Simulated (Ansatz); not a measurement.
**C2HAl: molecular dynamics**

The plan is to follow the molecule's vibrations and see whether its bonds hold. The start is relaxed first. Runs: 300 steps of 0.5 fs under a Langevin thermostat, set from 200 K to 10 K by a schedule. SMILES of the start: [C]1#[C][AlH]1.

Program: Ansatz 0.2.0. Level of theory: RKS B3LYP-D4/def2-SVP. These are calculated values, not measurements.

**1. Starting point**

Bond lengths: C1–C2 1.329 Å, C1–Al3 1.934 Å, C2–Al3 1.934 Å, Al3–H4 1.568 Å. Angles: C1–C2–Al3 69.9°, C2–C1–Al3 69.9°, C1–Al3–C2 40.2°, C1–Al3–H4 159.9°, C2–Al3–H4 159.9°.

Coordinates:

```xyz
4

C     1.0650   -0.4565    0.8883
C    -0.1727   -0.4697    1.3714
Al   -0.1769    0.1837   -0.4485
H    -0.7154    0.7425   -1.8112
```

**2. Preparing the start**

Contents of input.yaml:

```yaml
crystal:
  periodic: [false, false, false]
  atoms:
    - { symbol: C, position_ang: [1.06498, -0.45646, 0.8883] }
    - { symbol: C, position_ang: [-0.17269, -0.46971, 1.37142] }
    - { symbol: Al, position_ang: [-0.1769, 0.18371, -0.44854] }
    - { symbol: H, position_ang: [-0.71539, 0.74246, -1.81119] }
basis:
  gaussian: { orbitals: def2-SVP }
hamiltonian:
  xc: b3lyp
  dispersion: d4
relax:
  f_tol: 0.02
  max_steps: 40
```

Command:

```console
$ ansatz run input.yaml --threads 1 --pin off --max-ram 2048MiB --backend cpu --events-out ev --progress --plain --runs-dir out
```

Further steps of the session: Dynamics.

**Question.** What will these runs give? Wanted: relaxation of the start; temperature, first and last step; temperature, second half; potential energy, second half; bonds formed or broken.

As calculated:

| quantity | value |
| --- | --- |
| relaxation of the start | 3 moves, 0.113 eV lower |
| length | 300 steps of 0.5 fs |
| temperature, first and last step | 150 and 57 K |
| temperature, second half | mean 99 K, from 33 to 206 K |
| potential energy, second half | +8 meV/atom from the start |
| bonds formed or broken | 0 |

In words: The set-point goes from 200 to 10 K in 150 fs, and the last tenth of the run averages 53 K. Such a rate, of order 10^15 K/s, is far beyond any furnace or quench, and the atoms lag the set-point. The bonding pattern survives the run. 150 fs on 4 atoms is far too short and small for converged averages. The nuclei move classically, without zero-point motion, which matters most for hydrogen.
